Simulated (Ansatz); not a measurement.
# CH2Mg (triplet): wave-function methods side by side at distance C1–Mg2 = 1.629 Å, 6-31G

Aim: climb from Hartree-Fock through coupled cluster and multireference methods for CH2Mg (triplet) at one geometry and basis, and see what each rung misses.

Computed with Ansatz 0.2.0, Gaussian basis. Level: 6-31G, core rule «outside noble gas», up to 6 orbitals frozen.

Plan: UHF; CCSD(T) on ROHF; CCSD(T) on UHF; BCCD(T) on ROHF; CISD as a restricted active space (open shells left free, so some higher excitations enter); CCSDT(Q) on ROHF; CCSDT(Q) on UHF; CISDTQ; CASSCF and MRCISD+Q, 4 electrons in 4 orbitals; CASSCF and NEVPT2, 4 electrons in 4 orbitals; Full CI.

32 further runs of the same task are left out: 16 for a known fault of the program, 13 that didn't finish, 3 set aside as unsound or not needed. Runs told in other sessions of the task aren't counted.

## Step 1: The system

The geometry derives from a PBE0/def2-TZVP stationary point (not a proven minimum). One bond is set to the value named and the two fragments are kept rigid.

4 atoms, charge 0, spin multiplicity 3.

Atoms are counted from 1 here; the program's logs count them from 0.

Bond lengths: C1–Mg2 1.629 Å, C1–H3 1.089 Å, Mg2–H4 1.696 Å. Angles: Mg2–C1–H3 180.0°, C1–Mg2–H4 180.0°.

## Step 2: UHF

The input, in.yaml:

```yaml
crystal:
  periodic: [false, false, false]
  atoms:
    - {symbol: C, position_ang: [0.000000, 0.000000, 0.966414]}
    - {symbol: Mg, position_ang: [0.000000, 0.000000, -0.662585]}
    - {symbol: H, position_ang: [0.000000, 0.000000, 2.055199]}
    - {symbol: H, position_ang: [0.000000, 0.000000, -2.359028]}
basis:
  gaussian: {orbitals: 6-31G}
magnetization: {spin_polarized: true, initial_magnetization: 2}
hamiltonian: {xc: hf}
output: {orbitals: {seedname: orbitals}}
```

On the command line:

```bash
$ ansatz run in.yaml --threads 1 --pin off --events-out ev --progress --plain --max-ram 2393MiB
```

After this run come: CCSD(T) on ROHF; CCSD(T) on UHF; BCCD(T) on ROHF; CISD as a restricted active space (open shells left free, so some higher excitations enter); CCSDT(Q) on ROHF; CCSDT(Q) on UHF; CISDTQ; CASSCF and MRCISD+Q, 4 electrons in 4 orbitals; CASSCF and NEVPT2, 4 electrons in 4 orbitals; Full CI.

Q: Predict the results of all the runs planned. Wanted: FCI from the RHF energy; RMP2 from FCI; UMP2 from FCI; RCCSD from FCI; RCCSD(T) from FCI; UCCSD(T) from FCI; RCCSDT(Q) from FCI; UCCSDT(Q) from FCI; NEVPT2 pair from FCI.

**Answer**, as computed:

```
                         quantity                                                                                    value
          FCI from the ROHF energy                                                                               -2.4895 eV
                    RMP2 from FCI                                                                               +616.6 meV
                    UMP2 from FCI                                                                               +583.4 meV
                   RCCSD from FCI                                                                                +43.4 meV
                RCCSD(T) from FCI                                                                                +13.6 meV
                UCCSD(T) from FCI                                                                                +13.0 meV
               RCCSDT(Q) from FCI                                                                                 +0.4 meV
               UCCSDT(Q) from FCI                                                                                 -0.4 meV
             NEVPT2 pair from FCI                                                                               +530.2 meV
levels within 1 kcal/mol (43 meV)  RCCSD, UCCSD, RCCSD(T), UCCSD(T), BCCD(T), RCCSDT, UCCSDT, CISDTQ, RCCSDT(Q), UCCSDT(Q)
                    T1 diagnostic                                                                                    0.022
   effectively unpaired electrons                                                                                     2.02
```

In words: RCCSD(T) misses by +13.6 meV, 0.5 % of the correlation energy. One determinant dominates. These misses are within one basis, not against nature; the frozen cores of restricted and unrestricted runs differ, which can shift their rows.

Levels on UHF freeze UHF's core orbitals, full CI those of ROHF, so the U rows can settle a little off it for that reason alone.

With open shells the CI space here admits some higher excitations, so it is larger than plain CISD.
